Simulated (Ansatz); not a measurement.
**C₄H₄ClF: one species, many methods**

Aim: compute C₄H₄ClF with functionals from several rungs and with coupled cluster. The yardstick is the atomisation energy at the CCSD(T) limit.

Method: functionals in def2-TZVPP, the program's frozen cores in correlated methods; program: Ansatz 0.2.0, Gaussian basis.

Levels to be run: PBE-D4, r2SCAN-D4, PBE0-D4, B3LYP-D4, ωB97X-V, ωB97M-V, B2PLYP; CCSD(T)/def2-TZVPP; MP2/def2-QZVPP; extrapolation to the limit.

### 1 The relaxed structure

The geometry comes from an earlier relaxation with PBE0-D4 in a triple-zeta def2 set; it is a stationary point, not always the lowest conformer.

SMILES `FC#CCCCl`, 10 atoms, charge 0, spin multiplicity 1.

Atoms are counted from 1 here; the program's logs count them from 0.

Bond lengths: F1–C2 1.274 Å, C2–C3 1.195 Å, C3–C4 1.456 Å, C4–C5 1.520 Å, C4–H7 1.094 Å, C4–H8 1.094 Å, C5–Cl6 1.780 Å, C5–H9 1.089 Å, C5–H10 1.089 Å. Angles: F1–C2–C3 179.2°, C2–C3–C4 178.2°, C3–C4–C5 110.8°, C3–C4–H7 110.1°, C3–C4–H8 110.1°, C5–C4–H7 109.4°, C5–C4–H8 109.4°, H7–C4–H8 106.9°, C4–C5–Cl6 110.6°, C4–C5–H9 111.2°, C4–C5–H10 111.2°, Cl6–C5–H9 107.3°, Cl6–C5–H10 107.3°, H9–C5–H10 109.1°.

### 2 PBE-D4 (GGA)

Input file in.yaml:

```yaml
crystal:
  periodic: [false, false, false]
  atoms:
    - {symbol: F, position_ang: [1.485346, -2.889571, 1.482822]}
    - {symbol: C, position_ang: [0.891988, -1.989821, 0.803736]}
    - {symbol: C, position_ang: [0.331209, -1.157119, 0.156186]}
    - {symbol: C, position_ang: [-0.339334, -0.110415, -0.601811]}
    - {symbol: C, position_ang: [-0.185632, 1.237112, 0.084422]}
    - {symbol: Cl, position_ang: [-1.007298, 2.512698, -0.846759]}
    - {symbol: H, position_ang: [-1.402099, -0.345127, -0.708073]}
    - {symbol: H, position_ang: [0.075338, -0.053331, -1.612096]}
    - {symbol: H, position_ang: [-0.629207, 1.224879, 1.078625]}
    - {symbol: H, position_ang: [0.862689, 1.519494, 0.165848]}
basis:
  gaussian: {orbitals: def2-TZVPP}
hamiltonian: {xc: pbe, dispersion: d4}
output: {forces: true, orbitals: {seedname: orbitals}}
```

The run is started by

```sh
$ ansatz run in.yaml --threads 4 --pin off --events-out ev --progress --plain --max-ram 10444MiB
```

After this run come: r2SCAN-D4 (meta-GGA); PBE0-D4 (hybrid); B3LYP-D4 (hybrid); ωB97X-V (range-separated); ωB97M-V (range-separated); B2PLYP (double hybrid); CCSD(T) in def2-TZVPP; MP2 in def2-QZVPP.

Before running them: what should the planned runs give, taken together? Wanted: atomisation energy, CCSD(T)/CBS; farthest; mean size of error, hybrid; mean size of error, range-separated; gap, smallest and largest; T1 diagnostic; triples share of the correlation energy.

**Answer**, as computed:

```
                               quantity                                 value
        atomisation energy, CCSD(T)/CBS                         4046.6 kJ/mol
 functionals within 20.2 kJ/mol (0.5 %)                     B3LYP-D4, ωB97X-V
                               farthest                PBE-D4 (+173.3 kJ/mol)
             mean size of error, hybrid                           33.0 kJ/mol
    mean size of error, range-separated                           17.0 kJ/mol
              gap, smallest and largest  6.04 eV (PBE-D4), 12.91 eV (ωB97X-V)
                          T1 diagnostic                                0.0111
triples share of the correlation energy                                 4.2 %
```

What this shows: PBE-D4 misses by +173.3 kJ/mol. Double hybrids carry the basis error of their MP2 part in triple zeta, and no dispersion term here, so their miss is partly the set-up's. Misses under about 20.2 kJ/mol are within the doubt on the reference itself, which lacks core-valence correlation, relativity and higher excitations. Hartree-Fock recovers 71 % of the binding; the rest is correlation. The gap grows from 6.0 to 12.9 eV across the functionals, mostly with the share of exact exchange.
